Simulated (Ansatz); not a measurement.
## How far each method lies from UCCSDT(Q) for Al–AlH–Cl, triplet

Geometry: a PBE0/def2-TZVP stationary point for this spin, not checked as a minimum. The singlet lies 0.4 eV lower here.

```xyz
4

Al    0.0000   -0.3948    2.2333
Al    0.0000    0.8333    0.0097
Cl    0.0000   -0.4023   -1.7036
H     0.0000    2.4107   -0.1201
```

Basis cc-pVDZ; Ansatz 0.2.0. Only valence electrons are correlated (noble-gas cores frozen), which leaves 14 electrons in 44 orbitals. Prefix R: restricted or restricted open-shell reference; prefix U: unrestricted. Active spaces: frontier = (10e, 10o) about the gap.

Full CI isn't at hand for all of this; UCCSDT(Q) serves as the reference, and is uncertain by about the last step of the cluster series. The frozen core follows each run's orbitals, which can shift R against U totals by a few meV.

For open shells CISD is restricted-active-space CI with the open shells as a complete middle space.

* UHF ⟨S²⟩: 2.017
* T1 diagnostic (RCCSD): 0.0324
* largest doubles amplitude (RCCSD): 0.080
* T1 diagnostic (UCCSD): 0.0236

```
   level  E − E(RHF) (eV)
     UHF          -0.0878
    RMP2          -6.1171
    UMP2          -6.1313
   RCCSD          -7.1240
   UCCSD          -7.1299
RCCSD(T)          -7.3148
UCCSD(T)          -7.3154
```

Question: Estimate how far UCCSDT(Q) in cc-pVDZ lies from RCCSD(T). The table doesn't fix it; the size of (T) and the diagnostics are the guide.

Answer: UCCSDT(Q) in cc-pVDZ lies 5.3 kJ/mol below RCCSD(T), which is 29 % of the (T) step (-18.4 kJ/mol). T1 is raised, and the rest is a large part of (T). The miss exceeds 1 kcal/mol.

The other levels:

| level | E − E(UCCSDT(Q)) (kJ/mol) | share of correlation (%) | wall time |
| --- | --- | --- | --- |
| CISD | 95.2 | 86.61 | 14 s |
| BCCD(T) | 5.0 | 99.30 | 19 s |
| RCCSDT | 1.6 | 99.78 | – |
| UCCSDT | 1.5 | 99.79 | – |
| RCCSDT(Q) | 0.1 | 99.99 | 2.5 min |
| CASSCF (frontier space) | 579.5 | 18.50 | – |
| NEVPT2 (frontier space) | 116.2 | 83.66 | 86 s |

The correlation energy at UCCSDT(Q), counted from RHF, is -7.369 eV. That run took 2.3 min on 1 thread of Arm Neoverse N1, shared host.

Times hold each run's SCF and search for its determinant on a shared host, so for small cases they say little of a method's own cost; they ran on 1 thread of Arm Neoverse N1. Some runs computed forces too.
